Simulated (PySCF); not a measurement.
Numbering as in the mapped SMILES `[O:1]=[C:2]([Cl:3])[C:4](=[O:5])[Cl:6]`.

Geometry: PBE0-D3(BJ)/def2-SVP; GIAO absolute shieldings from PySCF 2.14, gas phase, non-relativistic, averaged over equivalent atoms.

At wB97X-D/pcSseg-2 (230 basis functions, 24 s wall time on 1 thread of an Arm Neoverse V1, shared host):
```tsv
atoms	σ (ppm)
O1/O5	-286.8
C2/C4	8.6
Cl3/Cl6	503.0
```

**Question.** Predict the values at CAM-B3LYP/pcSseg-2 on the same geometry.

**Answer.** 
| atoms | σ at CAM-B3LYP/pcSseg-2 | change |
| --- | --- | --- |
| O1/O5 | -289.0 | -2.2 |
| C2/C4 | 4.5 | -4.1 |
| Cl3/Cl6 | 494.0 | -9.0 |

The largest change is at Cl3/Cl6 (chlorine bonded to C). Cost: 230 basis functions, 24 s wall time on 1 thread of an Arm Neoverse V1, shared host.

Carbons that carry Cl, above all several Cl atoms, come out too deshielded, partly because spin–orbit coupling is missing.
